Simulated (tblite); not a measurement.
Cyclopropyl isocyanate (`O=C=NC1CC1`). Computed geometry: GFN2-xTB, gas phase.

```
atom  x, y, z in Å
O1     3.1567   -0.8189   -0.6422
C2     2.1761   -0.5145   -0.1025
N3     1.2916   -0.2066    0.6292
C4    -0.0611    0.1218    0.7273
C5    -0.7491    0.8972   -0.3606
C6    -1.0835   -0.5489   -0.1463
H7    -0.3202    0.3345    1.7566
H8    -1.4691    1.6467   -0.0709
H9    -0.1707    1.1572   -1.2339
H10   -0.7299   -1.2619   -0.8753
H11   -2.0353   -0.8039    0.2927
```

Problem. What is the longest distance between nuclei?

Solution. O1···H11 and O1···H8, 5.276 Å down to 5.273 Å.

Problem. Work out the bond lengths O1=C2, C2=N3, N3–C4, C4–C5, C4–H7, C5–H8, C6–H10, C6–H11 in bohr.

Solution. For O1=C2 the difference vector is (-0.9806, 0.3044, 0.5397) Å, of length 1.1600 Å. 1 bohr = 0.529177 Å. O1=C2 2.192; C2=N3 2.246; N3–C4 2.637; C4–C5 2.840; C4–H7 2.046; C5–H8 2.039; C6–H10 2.040; C6–H11 2.039 bohr.

Problem. What is the repulsion energy of the bare nuclei, Σ ZA·ZB/RAB?

Solution. 210.22 Eh over 55 pairs, with full nuclear charges and distances in bohr; the largest single term is 21.90 Eh (O1 with C2).

Problem. Where is the centre of mass (commonest isotopes), and what is the radius of gyration?

Solution. Mass 83.037 u; centre at (0.809, -0.186, -0.002) Å; Rg = √(Σ m r²/M) = 1.805 Å. As Ia + Ib + Ic = 2 Σ m r², the three principal moments sum to 541.1 u·Å².

Problem. How far apart are these pairs, which share no bond: O1···H7, C5···H7, H7···H11, H8···H9, H8···H11?

Solution. O1···H7 4.379 Å (4 bonds apart); C5···H7 2.232 Å (2 bonds apart); H7···H11 2.526 Å (3 bonds apart); H8···H9 1.811 Å (2 bonds apart); H8···H11 2.541 Å (3 bonds apart).

Problem. Give the dihedral angles H8–C5–C6–C4, C4–C5–C6–H10, H7–C4–C6–H10, C2–N3–C4–H7.

Solution. H8–C5–C6–C4 -108° (anticlinal); C4–C5–C6–H10 -108° (anticlinal); H7–C4–C6–H10 -144° (anticlinal); C2–N3–C4–H7 180° (antiperiplanar). Dihedral signs follow IUPAC: positive where, seen along the central bond, the front bond turns clockwise onto the rear one.

Problem. What are the angles C6–C4–H7, C4–C5–H9, C6–C5–H8, C4–C5–H8, C6–C5–H9, C4–C6–H11, H10–C6–H11, C5–C6–H10?

Solution. From the scalar product of the two bond vectors; for C6–C4–H7 it is -0.7770 Å² over 1.5028 × 1.0825 Å², cos θ = -0.4776. C6–C4–H7 118.5°; C4–C5–H9 117.7°; C6–C5–H8 118.9°; C4–C5–H8 118.0°; C6–C5–H9 117.9°; C4–C6–H11 118.0°; H10–C6–H11 114.1°; C5–C6–H10 117.9°.

Problem. Write the matrix of distances between heavy atoms (Å, lower triangle).

Solution. 
```
O1    0.000
C2    1.160  0.000
N3    2.339  1.188  0.000
C4    3.621  2.470  1.395  0.000
C5    4.276  3.258  2.522  1.503  0.000
C6    4.278  3.260  2.522  1.503  1.500  0.000
```

The point group is Cs within 0.08 Å; differences among equivalent distances and angles are scatter left by the optimiser. Its GFN2-xTB frequencies are all real (lowest 77 cm⁻¹). One conformer, not necessarily the lowest. 3 starts were optimised and ended at 0.00, 0.96 and 0.96 kcal/mol (GFN2-xTB); the lowest of these is shown.
